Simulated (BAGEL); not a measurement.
**B3LYP/6-31G(d) (density fitting with qzvpp-jkfit, spherical functions) run of C2H6Si (SMILES CC[SiH])**

What is the energy change on altering one bond length of C2H6Si at B3LYP/6-31G* (density fitting with qzvpp-jkfit, spherical functions)? 

The calculation is run with BAGEL 1.2.2.

2 further runs of the same task are left out: 2 set aside as unsound or not needed.

## 1. The molecule

C2H6Si: 9 atoms, total charge 0, spin state singlet. As SMILES, `CC[SiH]`. Geometry: relaxed at PBE0-D4/def2-TZVP. This is one conformer, not always the lowest.

Bond lengths: C1–C2 1.523 Å, C2–Si3 1.891 Å, C1–H4 1.094 Å, C1–H5 1.093 Å, C1–H6 1.092 Å, C2–H7 1.095 Å, C2–H8 1.111 Å, Si3–H9 1.532 Å. Some angles: C1–C2–Si3 121.0°, C1–C2–H7 111.7°, C1–C2–H8 109.8°, Si3–C2–H7 110.3°, Si3–C2–H8 97.9°, C2–C1–H4 112.0°, C2–C1–H5 111.1°, C2–C1–H6 111.0°, C2–Si3–H9 94.7°, H7–C2–H8 104.1°.

## 2. The energy at B3LYP/6-31G(d) (density fitting with qzvpp-jkfit, spherical functions)

Contents of calc.json:

```json
{ "bagel" : [

{
  "title" : "molecule",
  "basis" : "6-31gs.json",
  "df_basis" : "qzvpp-jkfit",
  "angstrom" : true,
  "geometry" : [
    { "atom" : "C", "xyz" : [      -0.593600,       0.495600,      -0.562700 ] },
    { "atom" : "C", "xyz" : [       0.423400,      -0.563800,      -0.158900 ] },
    { "atom" : "Si", "xyz" : [       1.475100,      -0.358700,       1.398700 ] },
    { "atom" : "H", "xyz" : [      -1.208900,       0.173100,      -1.407700 ] },
    { "atom" : "H", "xyz" : [      -0.098000,       1.423000,      -0.860500 ] },
    { "atom" : "H", "xyz" : [      -1.258400,       0.736300,       0.269500 ] },
    { "atom" : "H", "xyz" : [       1.051000,      -0.864800,      -1.004300 ] },
    { "atom" : "H", "xyz" : [      -0.103000,      -1.497700,       0.133400 ] },
    { "atom" : "H", "xyz" : [       0.401100,       0.410600,       2.175300 ] }
  ]
},

{ "title" : "ks", "xc_func" : "b3lyp" },

{ "title" : "print", "file" : "orbitals.molden", "orbitals" : true }

]}
```

The basis set 6-31G* is read from a file made from the Basis Set Exchange's data (not shown).

Command:

```bash
$ BAGEL_NUM_THREADS=1 BAGEL calc.json > calc.out
```

The log of the run:

```text
* using 1 threads per process

  ===============================================================
  ===============================================================

  *** Geometry ***

  { "atom" : "C", "xyz" : [     -1.121741,      0.936548,     -1.063349 ] },
  { "atom" : "C", "xyz" : [      0.800110,     -1.065428,     -0.300277 ] },
  { "atom" : "Si", "xyz" : [      2.787535,     -0.677845,      2.643160 ] },
  { "atom" : "H", "xyz" : [     -2.284490,      0.327112,     -2.660167 ] },
  { "atom" : "H", "xyz" : [     -0.185193,      2.689080,     -1.626109 ] },
  { "atom" : "H", "xyz" : [     -2.378031,      1.391405,      0.509281 ] },
  { "atom" : "H", "xyz" : [      1.986102,     -1.634235,     -1.897852 ] },
  { "atom" : "H", "xyz" : [     -0.194642,     -2.830243,      0.252089 ] },
  { "atom" : "H", "xyz" : [      0.757969,      0.775922,      4.110721 ] },

  Number of auxiliary basis functions:      386

  Since a DF basis is specified, we compute 2- and 3-index integrals:
    o Being stored without compression. Storage requirement is 0.010 GB

  Number of basis functions:       58
  Number of electrons      :       32

    * METHOD: MOLECULE                             0.11

  *** Kohn-Sham DFT ***

    * Removing 15876 points whose weight is below 1.00e-10
    * Grid points: 118278

  === Nuclear Repulsion ===
    95.8004765819

       - DIIS with orbital gradients will be used.

  === KS iteration (b3lyp / 6-31gs.json) ===
      0       -346.15558075          0.14616708           0.21
      1       -338.21877969          0.18253271           0.20
      2       -347.02311483          0.16215698           0.20
      3       -368.30568700          0.05889495           0.20
      4       -369.22541607          0.01001690           0.20
      5       -369.23963659          0.00545403           0.20
      6       -369.24726320          0.00183115           0.20
      7       -369.24815932          0.00039138           0.20
      8       -369.24820207          0.00020021           0.20
      9       -369.24821366          0.00003616           0.19
     10       -369.24821406          0.00000886           0.19
     11       -369.24821410          0.00000185           0.20
     12       -369.24821410          0.00000068           0.20
     13       -369.24821410          0.00000039           0.20
     14       -369.24821410          0.00000006           0.19
     15       -369.24821410          0.00000005           0.20
     16       -369.24821410          0.00000001           0.20
    * SCF iteration converged.

    * Permanent dipole moment:
           (    0.360369,    -0.011037,     0.362782) a.u.

    * METHOD: KS                                   3.80

    * METHOD: PRINT                                0.01

  ===============================================================
```

Run time: 4.2 s. Hardware: 1 thread of Arm Neoverse V2, shared host; peak memory 0.33 GiB.

## 3. The distorted shape, same level

Contents of input.json:

```json
{ "bagel": [

{
  "title": "molecule",
  "basis": "6-31gs.json",
  "df_basis": "qzvpp-jkfit",
  "angstrom": true,
  "geometry": [
    { "atom": "C", "xyz": [   -0.909087,    0.434075,   -1.029946 ] },
    { "atom": "C", "xyz": [    0.107913,   -0.625325,   -0.626146 ] },
    { "atom": "Si", "xyz": [    1.475100,   -0.358700,    1.398700 ] },
    { "atom": "H", "xyz": [   -1.524387,    0.111575,   -1.874946 ] },
    { "atom": "H", "xyz": [   -0.413487,    1.361475,   -1.327746 ] },
    { "atom": "H", "xyz": [   -1.573887,    0.674775,   -0.197746 ] },
    { "atom": "H", "xyz": [    0.735513,   -0.926325,   -1.471546 ] },
    { "atom": "H", "xyz": [   -0.418487,   -1.559225,   -0.333846 ] },
    { "atom": "H", "xyz": [    0.401100,    0.410600,    2.175300 ] }
  ]
},
{ "title": "ks", "xc_func": "b3lyp" },
{ "title": "print", "file": "orbitals.molden", "orbitals": true }

]}
```

The basis set 6-31G* is read from a file made from the Basis Set Exchange's data (not shown).

Command:

```bash
$ BAGEL_NUM_THREADS=1 BAGEL input.json > input.out
```

The log of the run:

```text
* using 1 threads per process

  ===============================================================
  ===============================================================

  *** Geometry ***

  { "atom" : "C", "xyz" : [     -1.717925,      0.820283,     -1.946316 ] },
  { "atom" : "C", "xyz" : [      0.203926,     -1.181693,     -1.183244 ] },
  { "atom" : "Si", "xyz" : [      2.787535,     -0.677845,      2.643160 ] },
  { "atom" : "H", "xyz" : [     -2.880674,      0.210846,     -3.543134 ] },
  { "atom" : "H", "xyz" : [     -0.781377,      2.572815,     -2.509076 ] },
  { "atom" : "H", "xyz" : [     -2.974215,      1.275140,     -0.373686 ] },
  { "atom" : "H", "xyz" : [      1.389918,     -1.750501,     -2.780819 ] },
  { "atom" : "H", "xyz" : [     -0.790826,     -2.946508,     -0.630878 ] },
  { "atom" : "H", "xyz" : [      0.757969,      0.775922,      4.110721 ] },

  Number of auxiliary basis functions:      386

  Since a DF basis is specified, we compute 2- and 3-index integrals:
    o Being stored without compression. Storage requirement is 0.010 GB

  Number of basis functions:       58
  Number of electrons      :       32

    * METHOD: MOLECULE                             0.11

  *** Kohn-Sham DFT ***

    * Removing 15015 points whose weight is below 1.00e-10
    * Grid points: 119139

  === Nuclear Repulsion ===
    85.7830839781

       - DIIS with orbital gradients will be used.

  === KS iteration (b3lyp / 6-31gs.json) ===
      0       -351.47203534          0.14527941           0.21
      1       -352.64926914          0.11928984           0.20
      2       -345.48429446          0.16611719           0.20
      3       -366.85969943          0.09222609           0.20
      4       -368.62782105          0.04455418           0.20
      5       -366.89664600          0.06733845           0.20
      6       -369.03526935          0.02443586           0.20
      7       -369.19465911          0.00718149           0.21
      8       -369.20892552          0.00182790           0.20
      9       -369.20987423          0.00025990           0.20
     10       -369.20990182          0.00007657           0.20
     11       -369.20990397          0.00001007           0.21
     12       -369.20990401          0.00000284           0.20
     13       -369.20990401          0.00000105           0.20
     14       -369.20990401          0.00000057           0.21
     15       -369.20990401          0.00000014           0.20
     16       -369.20990401          0.00000012           0.21
     17       -369.20990401          0.00000003           0.20
     18       -369.20990401          0.00000001           0.20
    * SCF iteration converged.

    * Permanent dipole moment:
           (    0.129988,    -0.039183,    -0.026278) a.u.

    * METHOD: KS                                   4.31

    * METHOD: PRINT                                0.01

  ===============================================================
```

It took 4.8 s on 1 thread of Arm Neoverse V2, shared host; peak memory 0.34 GiB.

## 4. Outcome

Level: B3LYP/6-31G* (density fitting with qzvpp-jkfit, spherical functions).

| quantity | value |
| --- | --- |
| first shape: total energy | -369.24821 Eh |
| first shape: dipole moment | 1.30 D |
| first shape: HOMO energy | -5.93 eV |
| first shape: LUMO energy | -2.56 eV |
| first shape: HOMO–LUMO gap | 3.37 eV |
| distorted shape: total energy | -369.20990 Eh |
| distorted shape: dipole moment | 0.35 D |
| distorted shape: HOMO energy | -5.88 eV |
| distorted shape: LUMO energy | -3.07 eV |
| distorted shape: HOMO–LUMO gap | 2.81 eV |
| energy change with the C2–Si3 bond stretched from 1.891 to 2.458 Å | 1.042 eV |

What this shows: With the C2–Si3 bond stretched from 1.891 to 2.458 Å the energy rises by 1.04 eV (101 kJ/mol). The first shape isn't relaxed at this level, so the change isn't measured from a minimum.
